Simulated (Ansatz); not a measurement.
**SiH3 radical (SMILES [SiH3]): one structure at several levels**

The task here is to estimate one member of a computed series from the others.

The runs use Ansatz 0.2.0, Gaussian basis; single points in def2-TZVPP.

Cores are frozen in the correlated methods. Orbitals are unrestricted. B3LYP uses VWN-RPA correlation.

### Starting geometry

4 atoms, charge 0, spin multiplicity 2.

Atoms are counted from 1 here; the program's logs count them from 0.

Bond lengths: Si1–H2 1.698 Å, Si1–H3 1.396 Å. Angles: H2–Si1–H3 126.2°.

As a file:

| atom | x (Å) | y (Å) | z (Å) |
| --- | --- | --- | --- |
| Si1 | 0.2895 | -0.2177 | -0.1179 |
| H2 | 0.7327 | 0.8160 | 1.1546 |
| H3 | -0.4031 | -1.4235 | 0.0035 |
| H4 | -0.6464 | 1.0209 | -1.1904 |

The first run:

run/in.yaml reads:

```yaml
crystal:
  periodic: [false, false, false]
  atoms:
    - {symbol: Si, position_ang: [0.289500, -0.217700, -0.117900]}
    - {symbol: H, position_ang: [0.732700, 0.816000, 1.154600]}
    - {symbol: H, position_ang: [-0.403100, -1.423500, 0.003500]}
    - {symbol: H, position_ang: [-0.646400, 1.020900, -1.190400]}
basis:
  gaussian: {orbitals: def2-TZVPP}
magnetization: {spin_polarized: true, initial_magnetization: 1}
correlation: {method: ccsd_t}
scf: {omitted_lower_state_checks: [cluster_reference]}
output: {forces: true}
```

The command line of these runs was not kept.

Among the steps run: CCSD(T)/def2-TZVPP; PBE0-D4/def2-TZVPP; wB97M-V/def2-TZVPP; r2SCAN-D4/def2-TZVPP; PBE-D4/def2-TZVPP; B3LYP-D4/def2-TZVPP; LC-wPBE/def2-TZVPP.

One table of the session follows, with a row left open; its other results are not shown here.

```
   method  RMS force component (eV/Å)  angle to CCSD(T) forces (°)  dipole (D)
  CCSD(T)                       2.063                    reference        0.92
  PBE0-D4                       2.083                          1.1        0.93
  wB97M-V                       2.084                          1.0        1.05
r2SCAN-D4                       2.065                          0.8        0.94
   PBE-D4                           ?                            ?           ?
 B3LYP-D4                       2.026                          1.2        0.98
  LC-wPBE                       2.178                          1.3        0.98
```

Q: Estimate the row for PBE-D4 from the others.

As computed: RMS force component (eV/Å): 2.008; angle to CCSD(T) forces (°): 3.7; dipole (D): 0.88. In the column «RMS force component (eV/Å)» it is the lowest.
